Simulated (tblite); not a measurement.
Species: C2H4N (doublet state).
Atom-mapped SMILES: `[H]/[N:3]=[CH:2]/[CH2:1]` (hydrogens: H4, H5 on C1; H6 on C2; H7 on N3)

The geometry is computed with GFN2-xTB (gas phase). This method treats the open shell by occupation alone, without spin polarisation.

(1) What internal coordinates does the optimisation give?

Answers

(1) 
```csv
bond,length (Å),order
C1–C2,1.384,single
C2=N3,1.298,double
C1–H4,1.075,single
C1–H5,1.075,single
C2–H6,1.098,single
N3–H7,1.017,single
```

Orders are formal, as drawn. A selection of angles:
```csv
angle,degrees
C2–C1–H4,121.6
C2–C1–H5,119.4
H4–C1–H5,119.0
C1–C2–N3,120.0
C1–C2–H6,117.2
N3–C2–H6,122.8
C2–N3–H7,114.4
```

Dihedral angles: H7–N3–C2–C1 180° (antiperiplanar).

C1 (carbon bonded to C and 2 H) is planar (angles 121.6°, 119.4° and 119.0°, sum 360.0°, 0.00 Å off the plane of its three neighbours). C2 (carbon bonded to C, N and H) is planar (angles 122.8°, 120.0° and 117.2°, sum 360.0°, 0.00 Å off the plane of its three neighbours).

Point group: Cs (every atom within 0.08 Å of its image). Its GFN2-xTB frequencies are all real (lowest 458 cm⁻¹). Torsions: H–C1–C2–N3 180° and 0°.
